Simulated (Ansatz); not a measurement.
[SiH₃···H···S], triplet along the distance Si1-H5

Starting geometry:

| atom | x (Å) | y (Å) | z (Å) |
| --- | --- | --- | --- |
| Si | -1.8435 | 0.0000 | 0.0000 |
| H | -2.3384 | 1.3997 | 0.0000 |
| H | -2.3384 | -0.6999 | 1.2122 |
| H | -2.3384 | -0.6999 | -1.2122 |
| H | -0.3589 | 0.0000 | 0.0000 |
| S | 1.8465 | 0.0000 | 0.0000 |

From there H5 is moved from one fragment to the other while all else, the fragments' distance too, stays fixed, so the hump isn't the reaction's barrier; atoms are numbered as listed. Energies are in kJ/mol, counted from the starting geometry at the same level.

Basis cc-pVDZ; Ansatz 0.2.0. Correlated methods freeze the noble-gas cores. Prefix R: restricted or restricted open-shell reference; prefix U: unrestricted.

Full CI isn't at hand for all of this; UCCSDT(Q) serves as the reference, and is uncertain by about the last step of the cluster series. The frozen core follows each run's orbitals, which can shift R against U totals by a few meV.

| distance Si1-H5 (Å) | UCCSDT(Q) | error RMP2 | error RCCSD(T) | error UCCSD(T) | error RCCSDT | error UCCSDT | error RCCSDT(Q) |
| --- | --- | --- | --- | --- | --- | --- | --- |
| 1.381 | 9.7 | -0.6 | -0.1 | -0.1 | 0.0 | 0.0 | 0.0 |
| 1.485 | 0.0 | 0.0 | 0.0 | 0.0 | 0.0 | 0.0 | 0.0 |
| 1.603 | 11.4 | 1.3 | 0.2 | 0.2 | 0.0 | 0.0 | 0.0 |
| 1.720 | 34.5 | 3.5 | 0.5 | 0.5 | 0.1 | 0.1 | 0.0 |
| 1.838 | 58.3 | 6.3 | 0.9 | 1.0 | 0.3 | 0.2 | 0.0 |
| 1.956 | 72.2 | 4.0 | 1.1 | 1.4 | 0.4 | 0.3 | 0.0 |
| 2.074 | 70.1 | 3.8 | 1.1 | 1.3 | 0.4 | 0.3 | 0.0 |
| 2.192 | 57.1 | 2.0 | 0.8 | 0.9 | 0.3 | 0.2 | 0.0 |
| 2.310 | 48.2 | -0.4 | 0.6 | 0.6 | 0.2 | 0.1 | 0.0 |

Errors are those of relative energies. In total energy the starting point itself misses UCCSDT(Q) by: RMP2 140.9, RCCSD(T) 3.0, UCCSD(T) 2.9, RCCSDT 0.5, UCCSDT 0.5, RCCSDT(Q) 0.0 kJ/mol.

Spread of the error over the points with a reference, to 2.310 Å (largest less smallest): RCCSDT(Q) 0.0, UCCSDT 0.4, RCCSDT 0.4, RCCSD(T) 1.2, UCCSD(T) 1.5, RMP2 6.9 kJ/mol.
